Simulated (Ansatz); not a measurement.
**AlH3 (SMILES [H][Al]([H])[H]), run twice**

Wanted: a single-point energy of AlH3, PBE-QIDH-D4/aug-cc-pVTZ (accuracy low, damping of r2scan, paw set gaussian, start density atoms).

Program for the calculation: Ansatz 0.2.0.

10 further runs of the same task are left out: 4 for a known fault of the program, 4 that didn't finish, 2 set aside as unsound or not needed.

### 1 The structure to begin with

AlH3 has 4 atoms, charge 0, and is taken as a singlet. As SMILES, `[H][Al]([H])[H]`. Geometry: a GFN2-xTB relaxation, a rough one for these elements and not checked as a minimum.

Bond lengths: Al1–H2 1.553 Å, Al1–H3 1.553 Å, Al1–H4 1.553 Å. Angles: H2–Al1–H3 120.0°, H2–Al1–H4 120.0°, H3–Al1–H4 120.0°.

### 2 The input as first written

The input, in.yaml:

```yaml
crystal:
  periodic: [false, false, false]
  atoms:
    - {symbol: Al, position_ang: [-0.000010, -0.000020, 0.000020]}
    - {symbol: H, position_ang: [1.552650, -0.030520, 0.014610]}
    - {symbol: H, position_ang: [-0.749810, 1.359840, -0.019120]}
    - {symbol: H, position_ang: [-0.802830, -1.329300, 0.004480]}
basis:
  gaussian:
    orbitals: aug-cc-pVTZ
    final_grid: {core_spheres: 1, valence_spheres: 1, degree: 5}
hamiltonian: {xc: {name: PBE-QIDH}, dispersion: {method: d4, functional: r2scan}}
correlation: {electrons: all}
accuracy: low
```

Run with:

```sh
$ ansatz run in.yaml --threads 1 --pin off --max-ram 3480MiB --events-out events.jsonl --progress --plain --runs-dir runs
```

The log of the run:

```text
Warning: RAYON_NUM_THREADS=1 ignored (pool sized by the plan → 1); use --threads N
Functional definition: PBE-QIDH
  name "PBE-QIDH"
  parameter a = 3^(-1/3)
  parameter c = 1/3
  exchange = (1 - a)*pbe_x + a*exact_x
  correlation = (1 - c)*pbe_c + c*(mp2_os + mp2_ss)
667 factors; integrals over basis functions are off by at most 1.8e-3 eV
mean field evaluation 1: about -6638.2268 eV, gradient 7.2e0 eV
mean field evaluation 2: about -6634.7538 eV, gradient 1.7e1 eV
mean field evaluation 4: about -6635.5544 eV, gradient 4.1e-1 eV
mean field evaluation 8: about -6635.5553 eV, gradient 3.1e-4 eV
mean field -6635.55532586 eV, -243.8521604843 hartree, gradient 6.3e-6 eV, S^2 0.000000; 0 other end points of the search recorded, 0 dependent functions left out
reference -6635.55538284 eV, -243.8521625784 hartree; 8, 8 occupied and 111, 111 virtual orbitals, 667 factors
second order -5.08913972 eV of doubles, -0.00000000 eV of singles
Total energy: -6637.25823389 eV, -243.9147412002 hartree
```

Run time: 1 s. Hardware: 1 thread of Arm Neoverse V2, shared host; peak memory 0.13 GiB.

### 3 What went wrong

The program ended normally, but the settings are unsound, so its numbers aren't properties of the molecule.

The fault: the grid is far too coarse. To mend it: integration grid default in place of 1,1,5.

### 4 Try two

Edit in.yaml of step 2 so:

```diff
@@ -8,5 +8,3 @@
 basis:
-  gaussian:
-    orbitals: aug-cc-pVTZ
-    final_grid: {core_spheres: 1, valence_spheres: 1, degree: 5}
+  gaussian: {orbitals: aug-cc-pVTZ}
 hamiltonian: {xc: {name: PBE-QIDH}, dispersion: {method: d4, functional: r2scan}}
@@ -14 +12,2 @@
 accuracy: low
+output: {orbitals: {seedname: orbitals}}
```

Run with:

```sh
$ ansatz run in.yaml --threads 1 --pin off --max-ram 3480MiB --events-out events.jsonl --progress --plain --runs-dir runs
```

The log of the run:

```text
Warning: RAYON_NUM_THREADS=1 ignored (pool sized by the plan → 1); use --threads N
Functional definition: PBE-QIDH
  name "PBE-QIDH"
  parameter a = 3^(-1/3)
  parameter c = 1/3
  exchange = (1 - a)*pbe_x + a*exact_x
  correlation = (1 - c)*pbe_c + c*(mp2_os + mp2_ss)
667 factors; integrals over basis functions are off by at most 1.8e-3 eV
mean field evaluation 1: about -6638.2268 eV, gradient 7.2e0 eV
mean field evaluation 2: about -6638.2285 eV, gradient 7.2e0 eV
mean field evaluation 4: about -6638.4484 eV, gradient 2.5e-1 eV
mean field evaluation 8: about -6638.4486 eV, gradient 3.1e-4 eV
mean field -6638.44855591 eV, -243.9584847275 hartree, gradient 4.1e-6 eV, S^2 0.000000; 0 other end points of the search recorded, 0 dependent functions left out
reference -6638.44856815 eV, -243.9584851775 hartree; 8, 8 occupied and 111, 111 virtual orbitals, 667 factors
second order -5.03547803 eV of doubles, -0.00000000 eV of singles
Total energy: -6640.13353197 eV, -244.0204064558 hartree
```

Run time: 2 s. Hardware: 1 thread of Arm Neoverse V2, shared host; peak memory 0.15 GiB.

### 5 What came out

At PBE-QIDH-D4/aug-cc-pVTZ (accuracy low, damping of r2scan, paw set gaussian, start density atoms):

| quantity | value |
| --- | --- |
| total energy | -244.02041 Eh |
| HOMO energy (SCF part's orbitals) | -10.69 eV |
| LUMO energy (SCF part's orbitals) | -0.38 eV |
| HOMO–LUMO gap (SCF part's orbitals) | 10.31 eV |
| dispersion energy | -0.62 kJ/mol |

In words: The first attempt's energy was +2.875 eV off this one. The accuracy setting is loose, so the last digits carry no meaning.
